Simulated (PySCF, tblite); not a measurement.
# BN₂H₃, a complex of two parts as drawn: NMR shifts, interaction energy, infrared bands, spin-spin couplings and core binding energies

The task here is to estimate one member of a computed series from the others.

Computed with tblite 0.8.0 and PySCF 2.14.0; each step states its level. No surroundings beyond the atoms listed, unless a continuum is named. Atoms count from 0, parts from 1.

## Starting point

6 atoms, charge 0, multiplicity 1; geometry: rigid parts in contact. Parts: 1 = atoms 0–3, `B`, charge 0; 2 = atoms 4–5, `N#N`, charge 0.

The first run:

Job settings and geometry (Å):

```
{"job": {"kind": "dock", "xc": "GFN2-xTB", "basis": "xTB"}, "charge": 0, "multiplicity": 1, "parts": [{"atoms": "0-3", "charge": 0, "multiplicity": 1}, {"atoms": "4-5", "charge": 0, "multiplicity": 1}]}
B     -0.000017    -0.000036     0.000038
H     -0.833768    -0.812911    -0.001703
H     -0.287076     1.128582    -0.007258
H      1.120861    -0.315635     0.008923
N      1.333050     0.302149     2.376785
N      2.336390     0.716745     2.542647
```

With the program's defaults for keys left out, this is: GFN2-xTB search for minima from random contacts, gas phase.

Started as:

```
$ OMP_NUM_THREADS=1 python cluster_run.py task.json out
```

One launch serves the whole session: the jobs run in the order shown.

Steps of the session up to this table: Docking the parts with GFN2-xTB; Relaxing the molecule at PBE0-D3(BJ)/def2-TZVPD; Shielding tensors: PBE0/pcSseg-2; Coupled-cluster interaction energy: CCSD(T) and MP2.

One table of the session follows, with a row left open; its other results are not shown here.

It belongs to the step «Coupled-cluster interaction energy: CCSD(T) and MP2». 

| method | interaction energy (kcal/mol) |
| --- | --- |
| HF/aug-cc-pVDZ | 1.39 |
| MP2/aug-cc-pVDZ | -12.19 |
| CCSD/aug-cc-pVDZ | -8.14 |
| CCSD(T)/aug-cc-pVDZ | -9.75 |
| HF/aug-cc-pVQZ | ? |
| MP2/aug-cc-pVQZ | -17.22 |
| SCS-MP2/aug-cc-pVQZ | -13.25 |
| MP2, extrapolated | -17.83 |
| CCSD(T), limit estimate | -15.39 |

Q: Estimate the row for HF/aug-cc-pVQZ from the others.

The run gave: interaction energy (kcal/mol): -0.79. In the column «interaction energy (kcal/mol)» it lies between CCSD/aug-cc-pVDZ (-8.14) and HF/aug-cc-pVDZ (1.39).

At this geometry B0 and N4 of different parts are bonded (1.54 Å), so this energy is that of a chemical bond rather than of a weak contact.

Caveats from the session: The interaction energy leaves out the deformation of the parts, 10.81 kcal/mol at MP2. So large a deformation means that a part is far from its own minimum, so a sum across the two methods would be rough.
